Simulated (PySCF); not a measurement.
# Relaxation of singlet SF4

Computed with BP86/[S def2-TZVP, F def2-TZVP], no relativity, density fitting, PySCF. A (50,194) grid was used.

A hand-made tetrahedral start, of Td symmetry, held to at least that symmetry:

```xyz
5
charge 0 multiplicity 1, angstrom
S     0.0000    0.0000    0.0000
F     1.3635    0.0000    0.9642
F    -1.3635    0.0000    0.9642
F     0.0000    1.3636   -0.9641
F     0.0000   -1.3635   -0.9642
```

Problem. What does it relax to?

Solution. It ends at Td with S–F 1.747 Å (×4); F–S–F 109.5° (×6). A frequency run shows 3 imaginary modes (one degenerate set), down to 247i cm⁻¹, so it is a higher-order saddle point. Other isomers or separated fragments may lie lower.

Problem. How much energy is released, and in how many steps?

Solution. 33.1 kJ/mol in 3 steps.

The relaxation took roughly 25 core-seconds on a shared host.
